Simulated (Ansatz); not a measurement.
`OC(Cl)Cl` and `OC(F)(Cl)Cl` differ in one atom or group.

Ansatz, PBE0-D4/def2-TZVP geometries, multiplicity 1. Each molecule was computed in one conformer, which needn't be the lowest.

```tsv
property	`OC(Cl)Cl`
HOMO energy (PBE/def2-TZVPP) / eV	-7.20
LUMO energy (PBE/def2-TZVPP) / eV	-1.35
HOMO energy (B3LYP/def2-TZVPP) / eV	-8.41
HOMO–LUMO gap (PBE0/def2-TZVPP) / eV	8.44
HOMO–LUMO gap (B3LYP/def2-TZVPP) / eV	7.85
HOMO energy (PBE0/def2-TZVPP) / eV	-8.70
```

(1) Give the same properties after the change, and the shifts. (An estimate is asked.)

Results:

(1) Ansatz gave: 
```tsv
property	`OC(F)(Cl)Cl`	shift
HOMO energy (PBE/def2-TZVPP) / eV	-7.47	-0.27
LUMO energy (PBE/def2-TZVPP) / eV	-1.71	-0.36
HOMO energy (B3LYP/def2-TZVPP) / eV	-8.71	-0.30
HOMO–LUMO gap (PBE0/def2-TZVPP) / eV	8.36	-0.08
HOMO–LUMO gap (B3LYP/def2-TZVPP) / eV	7.77	-0.08
HOMO energy (PBE0/def2-TZVPP) / eV	-8.99	-0.29
```

With PBE0 the HOMO falls by 0.29 eV and the LUMO falls by 0.37 eV, so the gap narrows by about 0.08 eV. PBE moves the HOMO by -0.27 eV and ωB97M-V by -0.30 eV.

B3LYP here is the variant with VWN-RPA as its local correlation; programs differ in this.
